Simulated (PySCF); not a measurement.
Mapped SMILES: `[NH2:1][C@H:2]1[C@H:3]2[CH2:4][C@@H:5]12`. Hydrogens are named by the atom that carries them. Ha(C4) is cis to C2 on the ring; Hb(C4) is trans to C2 on the ring.

[PySCF 2.14: CAM-B3LYP/pcSseg-2 with gauge-including orbitals; coordinates at the PBE0-D3(BJ)/def2-SVP level; relativity neglected; no solvent; averaged over atoms made equivalent by symmetry, fast rotation or ring inversion; one conformer]

δ = σ(ref) − σ, references computed at the same level: TMS for $^{13}$C (182.55 ppm), $^{1}$H (31.34 ppm); $^{15}$N (261.83 ppm) vs NH3.

| atoms | nucleus | count | δ (ppm) |
| --- | --- | --- | --- |
| Ha(C4) | $^{1}$H | 1 | ? |
| N1 | $^{15}$N | 1 | 34.1 |
| C3/C5 | $^{13}$C | 2 | 9.5 |
| H(N1) | $^{1}$H | 2 | 0.32 |
| C4 | $^{13}$C | 1 | 27.6 |
| C2 | $^{13}$C | 1 | 57.1 |
| Hb(C4) | $^{1}$H | 1 | 1.51 |
| H(C2) | $^{1}$H | 1 | ? |
| H(C3)/H(C5) | $^{1}$H | 2 | ? |

Problem. Complete the table.

Solution. 
- H(C2): 3.68 ppm, hydrogen on a three-membered-ring carbon; its carbon carries N, which withdraws density
- Ha(C4): 2.15 ppm, hydrogen on a three-membered-ring carbon
- H(C3)/H(C5): 1.65 ppm, hydrogen on a three-membered-ring carbon

Exchangeable OH/NH protons stand at their gas-phase positions; hydrogen bonding in a real sample shifts them, mostly to higher δ. Shifts are as computed, not scaled to solution data. Of 1211 compounds with measured shifts, 218 miss one by over three times the rms of a fit or turn the order of signals round; such compounds aren't used in these exercises. Experimental scales use liquid or dissolved standards, which lie at an offset from isolated NH3 (liquid NH3: subtract about 20 ppm).
